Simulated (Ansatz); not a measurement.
# C5H11Cl: taking an electron away

How much energy removes an electron from C5H11Cl at fixed geometry? The cation is run at each level and the neutral's energy taken from earlier runs.

The runs use Ansatz 0.2.0, Gaussian basis; unrestricted cation, the program's frozen cores in correlated methods.

Plan: UKS PBE-D4/def2-TZVPP; UKS r2SCAN-D4/def2-TZVPP; UKS PBE0-D4/def2-TZVPP; UKS B3LYP-D4/def2-TZVPP; UKS wB97X-V/def2-TZVPP; UKS wB97M-V/def2-TZVPP; UKS B2PLYP/def2-TZVPP; UHF-CCSD(T)/def2-TZVPP; UHF-MP2/def2-QZVPP; extrapolation to the limit; then −ε(HOMO) from the neutral's earlier runs with LDA (SPW92), PBE-D4, revPBE-D4, BLYP-D4, r2SCAN-D4, B97M-V, PBE0-D4, B3LYP-D4, r2SCANh-D4, r2SCAN0-D4, HSE06-D4, BHLYP-D4, CAM-B3LYP-D4, LC-ωPBE, ωB97X-V, ωB97M-V.

### Step 1. Structure used throughout

The geometry comes from an earlier relaxation with PBE0-D4 in a triple-zeta def2 set; it is a stationary point, not always the lowest conformer.

SMILES `CC(C)C(C)Cl`, 17 atoms, charge 0, spin multiplicity 1.

Atoms are counted from 1 here; the program's logs count them from 0.

Bond lengths: C1–C2 1.521 Å, C1–H7 1.090 Å, C1–H8 1.095 Å, C1–H9 1.092 Å, C2–C3 1.526 Å, C2–C4 1.526 Å, C2–H10 1.097 Å, C3–H11 1.091 Å, C3–H12 1.092 Å, C3–H13 1.095 Å, C4–C5 1.512 Å, C4–Cl6 1.807 Å, C4–H14 1.094 Å, C5–H15 1.092 Å, C5–H16 1.092 Å, C5–H17 1.090 Å. Angles: C2–C1–H7 111.8°, C2–C1–H8 110.6°, C2–C1–H9 110.4°, H7–C1–H8 108.1°, H7–C1–H9 108.3°, H8–C1–H9 107.6°, C1–C2–C3 110.0°, C1–C2–C4 111.9°, C1–C2–H10 108.8°, C3–C2–C4 110.6°, C3–C2–H10 108.5°, C4–C2–H10 107.0°, C2–C3–H11 112.6°, C2–C3–H12 109.9°, C2–C3–H13 111.0°, H11–C3–H12 107.6°, H11–C3–H13 108.1°, H12–C3–H13 107.4° and more.

Geometry (Å):

```xyz
17

C     0.4625    1.7289   -0.7159
C    -0.1181    0.3403   -0.4955
C     0.7835   -0.7093   -1.1384
C    -0.3223    0.0369    0.9861
C    -0.8428   -1.3506    1.2854
Cl   -1.4771    1.2276    1.7018
H    -0.1723    2.5046   -0.2878
H     1.4530    1.8092   -0.2563
H     0.5758    1.9301   -1.7834
H    -1.1050    0.2910   -0.9720
H     0.3359   -1.7039   -1.1362
H     0.9860   -0.4402   -2.1773
H     1.7469   -0.7682   -0.6215
H     0.6144    0.2121    1.5225
H    -0.1052   -2.1043    1.0024
H    -1.7671   -1.5435    0.7359
H    -1.0482   -1.4606    2.3502
```

### Step 2. Cation, UKS PBE-D4/def2-TZVPP

The input, in.yaml:

```yaml
crystal:
  periodic: [false, false, false]
  atoms:
    - {symbol: C, position_ang: [0.462474, 1.728935, -0.715864]}
    - {symbol: C, position_ang: [-0.118056, 0.340294, -0.495533]}
    - {symbol: C, position_ang: [0.783476, -0.709341, -1.138415]}
    - {symbol: C, position_ang: [-0.322308, 0.036857, 0.986147]}
    - {symbol: C, position_ang: [-0.842763, -1.350603, 1.285416]}
    - {symbol: Cl, position_ang: [-1.477142, 1.227637, 1.701829]}
    - {symbol: H, position_ang: [-0.172279, 2.504645, -0.287790]}
    - {symbol: H, position_ang: [1.453014, 1.809159, -0.256324]}
    - {symbol: H, position_ang: [0.575805, 1.930079, -1.783424]}
    - {symbol: H, position_ang: [-1.104953, 0.290959, -0.972009]}
    - {symbol: H, position_ang: [0.335900, -1.703913, -1.136246]}
    - {symbol: H, position_ang: [0.985986, -0.440202, -2.177270]}
    - {symbol: H, position_ang: [1.746891, -0.768203, -0.621544]}
    - {symbol: H, position_ang: [0.614436, 0.212123, 1.522456]}
    - {symbol: H, position_ang: [-0.105188, -2.104329, 1.002395]}
    - {symbol: H, position_ang: [-1.767098, -1.543471, 0.735936]}
    - {symbol: H, position_ang: [-1.048194, -1.460635, 2.350228]}
basis:
  gaussian: {orbitals: def2-TZVPP}
total_charge: 1
magnetization: {spin_polarized: true, initial_magnetization: 1}
hamiltonian: {xc: pbe, dispersion: d4}
```

Command:

```sh
$ ansatz run in.yaml --threads 2 --pin off --events-out ev --progress --plain --max-ram 22528MiB --backend cuda --devices 0, --max-vram 18GiB
```

Further steps of the session: Cation, UKS r2SCAN-D4/def2-TZVPP; Cation, UKS PBE0-D4/def2-TZVPP; Cation, UKS B3LYP-D4/def2-TZVPP; Cation, UKS wB97X-V/def2-TZVPP; Cation, UKS wB97M-V/def2-TZVPP; Cation, UKS B2PLYP (frozen core)/def2-TZVPP; Cation, UHF-CCSD(T)/def2-TZVPP; Cation, UHF-MP2/def2-QZVPP.

Q: Predict the results of all the runs planned. Wanted: ionisation energy, CCSD(T)/CBS; nearest functional by difference; nearest −ε(HOMO); −ε(HOMO) of PBE; T1 of the cation.

As calculated:

```
                        quantity               value
  ionisation energy, CCSD(T)/CBS            10.80 eV
nearest functional by difference  ωB97X-V (-0.18 eV)
                nearest −ε(HOMO)  ωB97X-V (-0.16 eV)
                 −ε(HOMO) of PBE             6.78 eV
                T1 of the cation               0.034
```

In words: Energy differences with functionals land within 0.85 eV of the reference. −ε(HOMO) of PBE misses by 4.0 eV, since self-interaction lifts the level. Among orbital estimates ωB97X-V comes nearest. Hartree-Fock falls 1.16 eV short, as the neutral has more correlation energy than the cation. The cation's T1 (from the report) is 0.034, near the customary mark of 0.045 for open shells, so the coupled-cluster value is less safe. The cation may have settled in a state other than its lowest; no search over hole states beyond the program's own was made.
